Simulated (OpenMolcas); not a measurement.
# BHCl2 (SMILES ClBCl), step by step

Wanted: the energy (UHF/STO-3G), then the energy (CASSCF(2,2)/STO-3G), then the energy (CASPT2(2,2)/STO-3G), then the energy (SC-NEVPT2(2,2)/STO-3G), then the energy (MRCI(2,2)/STO-3G) of BHCl2. 

Program for the calculation: OpenMolcas 26.06.

3 further runs of the same task are left out: 3 that didn't finish.

### 1 Starting point

The species is BHCl2 (4 atoms), meant as a singlet with charge 0. SMILES: `ClBCl`. The Cl1–B2 distance was set to 4.252 Å, away from the relaxed value. At this shape a bond of the SMILES string is far longer than usual.

Bond lengths: B2–Cl3 1.701 Å, B2–H4 1.174 Å. Angles: Cl3–B2–H4 119.8°.

### 2 The energy at UHF/STO-3G (run 1)

struct.xyz reads:

```xyz
4

Cl    -3.758098    -1.849201     0.042635
B      0.010160     0.117640    -0.055190
Cl     1.368780    -0.598620     0.674810
H      0.118210     1.150080    -0.603560
```

step1.inp reads:

```
>>> EXPORT MOLCAS_PRINT=2

&GATEWAY
 BasLib=$CurrDir
 Coord=struct.xyz
 Basis=STO-3G
 Group=NoSym

&SEWARD

&SCF
 UHF
 Scramble=0.25
 PrOrbitals=1 1
```

The basis set STO-3G is read from a file made from the Basis Set Exchange's data (not shown).

Started as:

```console
$ export MOLCAS_MEM=1860
$ pymolcas step1.inp > step1.log
```

Output:

```text
--- Start Module: gateway ---
[...]
--- Stop Module: gateway /rc=_RC_ALL_IS_WELL_ ---
--- Start Module: seward ---
[...]
      Basis functions           24
--- Stop Module: seward /rc=_RC_ALL_IS_WELL_ ---
--- Start Module: scf ---
[...]
       Convergence after  29 Iterations
[...]
::    Total SCF energy                               -934.0154424771
[...]
      Total spin, S                                     0.6189368182
[...]
      Total electronic charge=   40.000000
      Total            charge=   -0.000000
[...]
      Dipole Moment (debye):
      Origin of the operator (angstrom)=   -1.0167   -1.0145    0.2913
                   X= -1.1794E+00               Y=  5.1422E-01               Z= -5.7351E-01           Total=  1.4087E+00
      Quadrupole Moment (debye*angstrom):
[...]
--- Stop Module: scf /rc=_RC_ALL_IS_WELL_ ---
[...]
```

Run time: 3.3 s. Hardware: 1 thread of Arm Neoverse V2, shared host; peak memory 0.37 GiB.

### 3 A single-point energy at CASSCF(2,2)/STO-3G (run 2)

struct.xyz is that of step 2.

step2.input reads:

```
>>> EXPORT MOLCAS_PRINT=2

&gateway
 baslib=$CurrDir
 coord=struct.xyz
 basis=STO-3G
 group=NoSym

&seward

&rasscf
 fileorb=$CurrDir/step1.UnaOrb
 spin=1
 nactel=2 0 0
 inactive=19
 ras2=2
 orblisting=Nothing
 orbappear=Compact
```

The basis set STO-3G is read from a file made from the Basis Set Exchange's data (not shown).

Started as:

```console
$ export MOLCAS_MEM=1860
$ pymolcas step2.input > step2.log
```

Output:

```text
--- Start Module: gateway ---
[...]
--- Stop Module: gateway /rc=_RC_ALL_IS_WELL_ ---
--- Start Module: seward ---
[...]
      Basis functions           24
--- Stop Module: seward /rc=_RC_ALL_IS_WELL_ ---
[...]
--- Start Module: rasscf ---
[...]
      Number of active orbitals                  2
[...]
      Spin quantum number                      0.0
[...]
      Active orbitals                            2
[...]
      Number of CSFs                             3
[...]
      Number of root(s) required                 1
[...]
      Convergence after  7 iterations
[...]
      printout of CI-coefficients larger than  0.05 for root  1
      energy=    -934.015044
      conf/sym  11     Coeff  Weight
             1  20  -0.72378 0.52386
             3  02   0.69003 0.47614
      Natural orbitals and occupation numbers for root  1
      sym 1:   1.047729   0.952271
      ************************************************************************************************************************
      *                                                    Final results                                                     *
[...]
::    RASSCF root number  1 Total energy:   -934.01504375
[...]
      Total electronic charge=   40.000000
      Total            charge=   -0.000000
[...]
      Dipole Moment (debye):
      Origin of the operator (angstrom)=   -1.0167   -1.0145    0.2913
                   X= -1.1781E+00               Y=  5.2449E-01               Z= -5.7862E-01           Total=  1.4135E+00
      Quadrupole Moment (debye*angstrom):
[...]
--- Stop Module: rasscf /rc=_RC_ALL_IS_WELL_ ---
[...]
```

Run time: 2.8 s. Hardware: 1 thread of Arm Neoverse V2, shared host; peak memory 0.37 GiB.

### 4 A single-point energy at CASPT2(2,2)/STO-3G (run 3)

struct.xyz is that of step 3.

step3.inp reads:

```
* BCl2H CASPT2
&GATEWAY
BasLib=$CurrDir
Coord=struct.xyz
Basis=STO-3G
Group=NoSym
&SEWARD
&RASSCF
FileOrb=$CurrDir/step2.RasOrb
Spin=1
Nactel=2 0 0
Inactive=19
Ras2=2
OrbListing=Nothing
OrbAppear=Compact
&CASPT2
Imaginary=0.1
Frozen=11
```

The basis set STO-3G is read from a file made from the Basis Set Exchange's data (not shown).

Started as:

```console
$ export MOLCAS_MEM=1860
$ pymolcas step3.inp > step3.log
```

Output:

```text
--- Start Module: gateway ---
[...]
--- Stop Module: gateway /rc=_RC_ALL_IS_WELL_ ---
[...]
      Basis functions           24
[...]
--- Start Module: rasscf ---
[...]
      Number of active orbitals                  2
[...]
      Spin quantum number                      0.0
[...]
      Active orbitals                            2
[...]
      Number of CSFs                             3
[...]
      Number of root(s) required                 1
[...]
      Convergence after  4 iterations
[...]
      printout of CI-coefficients larger than  0.05 for root  1
      energy=    -934.015044
      conf/sym  11     Coeff  Weight
             1  20  -0.72379 0.52387
             3  02   0.69003 0.47613
      Natural orbitals and occupation numbers for root  1
      sym 1:   1.047730   0.952270
      ************************************************************************************************************************
      *                                                    Final results                                                     *
[...]
::    RASSCF root number  1 Total energy:   -934.01504376
[...]
      Total electronic charge=   40.000000
      Total            charge=   -0.000000
[...]
      Dipole Moment (debye):
      Origin of the operator (angstrom)=   -1.0167   -1.0145    0.2913
                   X= -1.1780E+00               Y=  5.2454E-01               Z= -5.7862E-01           Total=  1.4134E+00
      Quadrupole Moment (debye*angstrom):
[...]
--- Stop Module: rasscf /rc=_RC_ALL_IS_WELL_ ---
--- Start Module: caspt2 ---
[...]
 ###    WARNING: User changed nr of frozen orbitals.                         ###
 ###############################################################################
[...]
      E2 (Variational):          -0.0324382329
      Total energy:            -934.0474819970
[...]
      Reference weight:           0.98363
[...]
::    CASPT2 Root  1     Total energy:   -934.04748200
[...]
--- Stop Module: caspt2 /rc=_RC_ALL_IS_WELL_ ---
[...]
```

Run time: 3.3 s. Hardware: 1 thread of Arm Neoverse V2, shared host; peak memory 0.37 GiB.

### 5 The energy at SC-NEVPT2(2,2)/STO-3G (run 4)

struct.xyz is that of step 4.

step4.inp reads:

```
&GATEWAY
  BasLib = $CurrDir
  Coord = struct.xyz
  Basis = STO-3G
  Group = NoSym

&SEWARD

&RASSCF
  FileOrb = $CurrDir/step2.RasOrb
  Spin = 1
  Nactel = 2 0 0
  Inactive = 19
  Ras2 = 2
  OrbListing = Nothing
  OrbAppear = Compact

&CASPT2
  SC-NEVPT2
  Frozen = 11
```

The basis set STO-3G is read from a file made from the Basis Set Exchange's data (not shown).

Started as:

```console
$ export MOLCAS_MEM=1860
$ pymolcas step4.inp > step4.log
```

Output:

```text
--- Start Module: gateway ---
[...]
--- Stop Module: gateway /rc=_RC_ALL_IS_WELL_ ---
[...]
      Basis functions           24
[...]
--- Start Module: rasscf ---
[...]
      Number of active orbitals                  2
[...]
      Spin quantum number                      0.0
[...]
      Active orbitals                            2
[...]
      Number of CSFs                             3
[...]
      Number of root(s) required                 1
[...]
      Convergence after  4 iterations
[...]
      printout of CI-coefficients larger than  0.05 for root  1
      energy=    -934.015044
      conf/sym  11     Coeff  Weight
             1  20  -0.72379 0.52387
             3  02   0.69003 0.47613
      Natural orbitals and occupation numbers for root  1
      sym 1:   1.047730   0.952270
      ************************************************************************************************************************
      *                                                    Final results                                                     *
[...]
::    RASSCF root number  1 Total energy:   -934.01504376
[...]
      Total electronic charge=   40.000000
      Total            charge=   -0.000000
[...]
      Dipole Moment (debye):
      Origin of the operator (angstrom)=   -1.0167   -1.0145    0.2913
                   X= -1.1780E+00               Y=  5.2454E-01               Z= -5.7862E-01           Total=  1.4134E+00
      Quadrupole Moment (debye*angstrom):
[...]
--- Stop Module: rasscf /rc=_RC_ALL_IS_WELL_ ---
--- Start Module: caspt2 ---
[...]
 ###    WARNING: User changed nr of frozen orbitals.                         ###
 ###############################################################################
[...]
      E2 (Variational):          -0.0318674203
[...]
      E2 (Variational):          -0.0318656702
      Total energy:            -934.0469094343
[...]
      Reference weight:           0.98409
[...]
::    SC-NEVPT2 Root  1     Total energy:   -934.04690943
[...]
--- Stop Module: caspt2 /rc=_RC_ALL_IS_WELL_ ---
[...]
```

Run time: 3.3 s. Hardware: 1 thread of Arm Neoverse V2, shared host; peak memory 0.37 GiB.

### 6 The energy at MRCI(2,2)/STO-3G (run 5)

struct.xyz is that of step 5.

step5.inp reads:

```
* BCl2H MRCI

&GATEWAY
 BasLib=$CurrDir
 Coord=struct.xyz
 Basis=STO-3G
 Group=NoSym

&SEWARD

&RASSCF
 FileOrb=$CurrDir/step2.RasOrb
 Spin=1
 Nactel=2 0 0
 Inactive=19
 Ras2=2
 OrbListing=Nothing
 OrbAppear=Compact

&MOTRA
 LumOrb
 Frozen=11

&GUGA
 Electrons=18
 Spin=1
 Inactive=8
 Active=2
 CIAll=1

&MRCI
 SDCI
```

The basis set STO-3G is read from a file made from the Basis Set Exchange's data (not shown).

Started as:

```console
$ export MOLCAS_MEM=1860
$ pymolcas step5.inp > step5.log
```

Output:

```text
--- Start Module: gateway ---
[...]
--- Stop Module: gateway /rc=_RC_ALL_IS_WELL_ ---
[...]
      Basis functions           24
[...]
      Number of active orbitals                  2
[...]
      Spin quantum number                      0.0
[...]
      Active orbitals                            2
[...]
      Number of CSFs                             3
[...]
      Number of root(s) required                 1
[...]
      Convergence after  4 iterations
[...]
      printout of CI-coefficients larger than  0.05 for root  1
      energy=    -934.015044
      conf/sym  11     Coeff  Weight
             1  20  -0.72379 0.52387
             3  02   0.69003 0.47613
      Natural orbitals and occupation numbers for root  1
      sym 1:   1.047730   0.952270
      ************************************************************************************************************************
      *                                                    Final results                                                     *
[...]
::    RASSCF root number  1 Total energy:   -934.01504376
[...]
      Dipole Moment (debye):
      Origin of the operator (angstrom)=   -1.0167   -1.0145    0.2913
                   X= -1.1780E+00               Y=  5.2454E-01               Z= -5.7862E-01           Total=  1.4134E+00
      Quadrupole Moment (debye*angstrom):
[...]
      *** WARNING: Default frozen orbitals is overwritten by user input.
      *** Default values:  11
[...]
--- Start Module: guga ---
[...]
--- Stop Module: guga /rc=_RC_ALL_IS_WELL_ ---
--- Start Module: mrci ---
[...]
       (But an ACPF correction will be computed)
       USE THE DEFAULT ACPF G-VALUE GFAC=  0.11111111111111110
[...]
                      CI ENERGY:  -934.05842751
[...]
                ACPF CORRECTION:    -0.00138062
[...]
      Total electronic charge=   40.000000
      Total            charge=   -0.000000
[...]
     ACPF CORRECTION:     -0.00138062
[...]
  CI State   1     Total energy:   -934.05842751     QDav:     -0.00155941     QACPF:     -0.00138062
[...]
--- Stop Module: mrci /rc=_RC_ALL_IS_WELL_ ---
[...]
```

Wall time 3.3 s (1 thread of Arm Neoverse V2, shared host); peak memory 0.37 GiB.

### 7 Results

```
                                                    quantity          value
                             run 1, UHF/STO-3G: total energy  -934.01544 Eh
                            run 1, UHF/STO-3G: dipole moment         1.41 D
                              run 1, UHF/STO-3G: HOMO energy       -8.45 eV
                              run 1, UHF/STO-3G: LUMO energy        1.57 eV
                            run 1, UHF/STO-3G: HOMO–LUMO gap       10.02 eV
                                     run 1, UHF/STO-3G: ⟨S²⟩          1.002
                     run 2, CASSCF(2,2)/STO-3G: total energy  -934.01504 Eh
   run 2, CASSCF(2,2)/STO-3G: dipole moment (CASSCF density)         1.41 D
                     run 3, CASPT2(2,2)/STO-3G: total energy  -934.04748 Eh
   run 3, CASPT2(2,2)/STO-3G: dipole moment (CASSCF density)         1.41 D
                  run 4, SC-NEVPT2(2,2)/STO-3G: total energy  -934.04691 Eh
run 4, SC-NEVPT2(2,2)/STO-3G: dipole moment (CASSCF density)         1.41 D
                       run 5, MRCI(2,2)/STO-3G: total energy  -934.05843 Eh
     run 5, MRCI(2,2)/STO-3G: dipole moment (CASSCF density)         1.41 D
```

⟨S²⟩ (run 1, UHF/STO-3G) is 1.00 where a pure singlet has 0.00: the reference is spin-contaminated. Mulliken charges (run 1, UHF/STO-3G) run from -0.22 on Cl3 to +0.26 on B2; they depend strongly on the basis. Mulliken charges (run 3, CASPT2(2,2)/STO-3G) of the CASSCF density run from -0.22 on Cl3 to +0.26 on B2.
